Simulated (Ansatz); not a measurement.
Born–Oppenheimer molecular dynamics of AlFH2N (5 atoms, charge 0, multiplicity 2). It starts from a relaxed structure.

Theory: UKS B3LYP/6-31G* (Ansatz).

- ensemble: NVE (velocity Verlet)
- time step: 0.5 fs
- steps asked: 500
- starting velocities drawn for: 500 K
- seed: 210869

First frame:

```xyz
5
Properties=species:S:1:pos:R:3
N -0.388 0.502 -0.274
Al 0.616 -0.299 0.962
F 1.245 -1.800 0.611
H -0.815 1.413 -0.158
H -0.607 0.110 -1.183
```

Problem. How far do the bonds stretch over the last three quarters of this one trajectory? (Pairs bonded in most of those frames.)

Solution. 
```csv
bond,mean (Å),spread (Å),shortest,longest
N1–Al2,1.787,0.027,1.74,1.84
N1–H4,1.016,0.024,0.98,1.06
N1–H5,1.019,0.026,0.97,1.06
Al2–F3,1.666,0.019,1.63,1.70
```

Mean temperature of the second half: 250 K. The conserved energy stayed within 0.37 meV per atom of its start (net change 0.21 meV per atom), so the integration is sound. The temperature averaged 0.50 of the 500 K drawn at the start: a run that starts near a minimum puts about half its kinetic energy into the potential. A run of 0.25 ps of so small a system gives no equilibrium averages.

Time of the run: 27 min on 1 thread of Arm Neoverse N1 (shared host), peak memory 0.12 GiB.
